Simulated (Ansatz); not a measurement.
We consider zinc-blende HgSe, described by PBEsol (Ansatz, a program for electronic structure, PAW).

Settings: plane-wave cutoff 520 eV, 20×20×20 k mesh, Fermi–Dirac smearing 0.05 eV, scalar-relativistic PAW data made under PBE.

Cell (relaxed at this level):

HgSe has the cubic space group F-43m (No. 216), the zinc blende structure, Pearson symbol cF8. Lattice parameters: a = b = c = 6.133 Å, α = β = γ = 90.00°. Hg on 4a sees 4 Se at 2.656 Å (tetrahedral). Se on 4c has 4 Hg at 2.656 Å (tetrahedral). (Neighbours: up to the widest gap in distance over summed covalent radii, below 1.35, at either atom; cation-cation and far metal-metal contacts left out.)
(The calculation used a cell of 2 atoms; values per cell refer to that cell.)

Give the computed elastic constant C12, Voigt–Reuss–Hill shear modulus (Hill average), elastic constant C11, Voigt–Reuss–Hill bulk modulus and elastic constant C44.


elastic constant C12: 46.6 GPa
Voigt–Reuss–Hill shear modulus (Hill average): 14.5 GPa
elastic constant C11: 61.6 GPa
Voigt–Reuss–Hill bulk modulus: 51.6 GPa
elastic constant C44: 22.4 GPa

Measured, for comparison: elastic constant C12 51.0 GPa, elastic constant C11 69 GPa, elastic constant C44 23.1 GPa (0 K, extrapolated to 0 K; as tabulated in Elastic constants of mercury selenide). Computed (rounded) less measured: elastic constant C12 -9 %, elastic constant C11 -11 %, elastic constant C44 -3 %.

Note: the solid has no gap at this level, which affects its response.

Elastic constants are with the ions relaxed.

Spin–orbit coupling is not included; it can shift volumes and moduli of such heavy elements.

Computed values are for the static lattice.
